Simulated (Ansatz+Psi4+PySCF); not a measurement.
**singlet F₂: levels of theory in one basis**

```xyz
2

F     0.0000    0.0000    0.7103
F     0.0000    0.0000   -0.7103
```

Basis set: cc-pVTZ (spherical functions). Frozen core: 2 orbitals. Charge 0, multiplicity 1.

Computed with Ansatz (development build ahead of 0.2.0); each method stands on the lowest determinant of its kind that the runs found.

```csv
method,E − E(RHF) (eV),<S²> of the determinant
RHF,0.00,0.00
UHF,-0.32,0.39
RHF-MP2,-14.24,–
UHF-MP2,-13.02,0.39
UHF-CCSD,-14.29,0.39
RHF-CCSD(T),-14.84,–
UHF-CCSD(T),-14.79,0.39
```

(1) What does RHF-CCSD give on the same scale?

(2) Is a single determinant a sound starting point here?

## Answers

(1) -14.34 eV.

(2) It is doubtful. Unrestricted orbitals lower Hartree–Fock by 0.32 eV and <S²> is 0.39 where a pure state has 0.00, a sign of strong static correlation.

Caution for RHF, RHF-MP2, RHF-CCSD, RHF-CCSD(T): an unrestricted determinant lies well below. Caution for UHF, UHF-MP2, UHF-CCSD, UHF-CCSD(T): the unrestricted determinant is spin contaminated; the determinant breaks the point group. Caution for UHF-MP2, UHF-CCSD, UHF-CCSD(T): large amplitudes, a single reference is doubtful. Caution for UHF-MP2: another reference gives a lower total.
